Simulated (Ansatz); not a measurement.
We consider rock-salt TiC, described by rVV10 (plane waves, PAW; Ansatz, a quantum-chemistry and plane-wave program).

Total energies, extrapolated to zero smearing (they compare only within this program, potentials and cutoff):

```json
[
 {"system": "rock-salt TiC, relaxed", "energy (eV/atom)": "-1387.2658"},
 {"system": "hcp Ti", "energy (eV/atom)": "-2518.8654"},
 {"system": "graphite", "energy (eV/atom)": "-254.0741"}
]
```

Q: Work out the enthalpy of formation per atom.

A: ΔH_f ≈ ΔE = -1387.2658 − [1 × (-2518.8654) + 1 × (-254.0741)]/2 = -0.796 eV/atom (0 K, no vibrations). The reference value is -0.956 ± 0.02 eV/atom (measured, 298 K, copied from a table, unchecked, not corrected to a static lattice; as tabulated in Wang et al. (2021), doi:10.1038/s41598-021-94550-5), a difference of +0.160 eV/atom.

The PAW data were made under PBE.
